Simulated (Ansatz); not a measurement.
## How far each method lies from UCCSDT(Q) for HB–CH2, triplet

Geometry: a point of a stretch scan, not a stationary point.

```xyz
5

B     0.0000   -0.4769    2.7854
C     0.0000    0.3303   -2.3252
H     0.0000    0.3337    3.6617
H     0.0000    1.3236   -2.7779
H     0.0000   -0.4787   -3.0519
```

Basis cc-pVDZ; Ansatz 0.2.0. Only valence electrons are correlated (noble-gas cores frozen), which leaves 10 electrons in 41 orbitals. Prefix R: restricted or restricted open-shell reference; prefix U: unrestricted. Active spaces: pair = (4e, 4o) about the gap.

Full CI isn't at hand for all of this; UCCSDT(Q) serves as the reference, and is uncertain by about the last step of the cluster series. The frozen core follows each run's orbitals, which can shift R against U totals by a few meV.

Unrestricted rows (U) aren't spin-pure: their determinants' ⟨S²⟩ exceeds S(S+1) by up to 0.49, so they mix in states of higher spin. For open shells CISD is restricted-active-space CI with the open shells as a complete middle space.

The UHF ⟨S²⟩ is 2.491 and the T1 diagnostic (RCCSD) is 0.0159. The largest doubles amplitude (RCCSD) is 0.122 and the T1 diagnostic (UCCSD) is 0.0999.

```csv
level,E − E(RHF) (eV)
RMP2,-4.2720
UMP2,-4.1587
RCCSD,-5.5667
UCCSD,-5.5642
RCCSD(T),-5.6522
UCCSD(T),-5.6497
```

Question: Estimate how far UCCSDT(Q) in cc-pVDZ lies from RCCSD(T). The table doesn't fix it; the size of (T) and the diagnostics are the guide.

Answer: UCCSDT(Q) in cc-pVDZ lies 0.92 mEh below RCCSD(T), which is 29 % of the (T) step (-3.14 mEh). A doubles amplitude is large, and the rest is a large part of (T).

The other levels:

```csv
level,E − E(UCCSDT(Q)) (mEh),share of correlation (%),wall time
CISD,20.21,90.32,1.9 s
BCCD(T),0.93,99.56,2.5 s
RCCSDT,0.13,99.94,–
UCCSDT,0.12,99.94,–
RCCSDT(Q),0.00,100.00,29 s
CASSCF (pair space),187.05,10.34,–
NEVPT2 (pair space),47.82,77.08,0.84 s
MRCISD (pair space),16.05,92.31,–
MRCISD+Q (pair space),0.82,99.61,1.2 s
```

The correlation energy at UCCSDT(Q), counted from RHF, is -5.677 eV. That run took 37 s on 1 thread of Arm Neoverse V2, shared host.

Run but not shown, since their state or frozen core can't be matched to the reference's or they repeat it: UHF.

Times hold each run's SCF and search for its determinant on a shared host, so for small cases they say little of a method's own cost; they ran on 1 thread of Arm Neoverse V2.
